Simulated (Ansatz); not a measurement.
Geometry optimisation, Ansatz 0.2.0, UKS B3LYP-D4/def2-SVP.

Input file:

```yaml
crystal:
  periodic: [false, false, false]
  atoms:
    - { symbol: H, position_ang: [-0.6638, -0.7769, 0.3645] }
    - { symbol: C, position_ang: [0.5544, -0.2804, -0.1119] }
    - { symbol: O, position_ang: [0.9255, -0.7982, -1.1597] }
    - { symbol: C, position_ang: [-0.6353, 0.5818, 0.0374] }
    - { symbol: "N", position_ang: [-1.3782, 1.473, 0.0878] }
    - { symbol: H, position_ang: [1.1973, -0.1994, 0.7819] }
magnetization:
  spin_polarized: true
  initial_magnetization: 1
basis:
  gaussian: { orbitals: def2-SVP }
hamiltonian:
  xc: b3lyp
  dispersion: d4
relax:
  f_tol: 0.15
  max_steps: 25
  restrain:
    - { distance: [0, 3], at: 2.37, k: 30.0 }
    - { distance: [1, 0], at: 1.07, k: 30.0 }
output:
  orbitals: {}
```

Command:

```bash
$ ansatz run input.yaml --threads 2 --pin off --max-ram 3072MiB --backend cpu --events-out ev --progress --plain --runs-dir out
```

Problem. Where does it end, and by what steps?

Solution. The run converged. The restraints hold the end off the free minimum. After 8 steps the energy has fallen by 1.280 eV (the restraints' own energy left out); H1 moved furthest, 0.81 Å. Joined: H1–C2.

| step | energy less start (eV) | largest force component (eV/Å) | accepted |
| --- | --- | --- | --- |
| 0 | 0.0000 | 1.664 | yes |
| 1 | -0.3395 | 2.682 | yes |
| 2 | -0.9454 | 4.258 | yes |
| 3 | -1.0373 | 1.959 | yes |
| 4 | -1.1636 | 1.950 | yes |
| 5 | -1.2557 | 2.227 | yes |
| 6 | -1.2056 | 3.126 | no |
| 7 | -1.2805 | 1.862 | yes |
| 8 | -1.2795 | 1.521 | yes |

```xyz
6
Properties=species:S:1:pos:R:3
H -0.130 -1.386 0.420
C 0.232 -0.409 0.030
O 0.819 -0.656 -1.164
C -0.673 0.830 0.012
N -1.297 1.802 -0.059
H 1.048 -0.181 0.762
```

Whether the end is a true minimum wasn't checked by a vibrational analysis.

The run took 18 s on 2 threads of Arm Neoverse V1, on a shared host, peak memory 0.16 GiB.
